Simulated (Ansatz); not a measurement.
A made-up structure of C₂H₄N, doublet:

```
7
angstrom
C -1.3144 -0.2695 -0.7434
N -0.5486 -0.3165 0.2077
C 0.7856 0.2216 0.2908
H -2.3239 -0.6954 -0.7591
H -0.6497 -0.2273 1.2187
H 0.8284 0.9317 1.1190
H 1.0934 0.7179 -0.6338
```

It is relaxed with PBE-D4/def2-SVP and then PBE0-D4/def2-TZVP (Ansatz 0.2.0). Atoms count as bonded within 1.22 times the sum of their covalent radii (H–H: 0.88 Å). The end point is not checked to be a true minimum.

(1) Does its bonding change? (A judgement: the text doesn't fix the answer.)

Answers

(1) By the calculation: No: no bond forms or breaks.

Where it ends: The first stage lowers the energy by 1.43 eV in 10 steps. It ends as C₂H₄N ([CH][NH][CH2]):
C1  (-1.239, -0.377, -0.886)
N2  (-0.588, -0.078, 0.231)
C3  (0.651, 0.489, 0.254)
H4  (-2.202, -0.816, -0.566)
H5  (-0.975, -0.255, 1.160)
H6  (1.113, 0.700, 1.207)
H7  (1.110, 0.698, -0.700)
(Å)

Labels in which every atom is bracketed show which atoms are joined, not bond orders.

For scale, one of the runs: PBE0-D4/def2-TZVP relaxation, 117 basis functions, launched by `ansatz run in.yaml --threads 2 --pin off --events-out ev --progress --plain --max-ram 4352MiB`. The run took about 15 s on 2 CPU threads of an Arm Neoverse V2 (shared host).
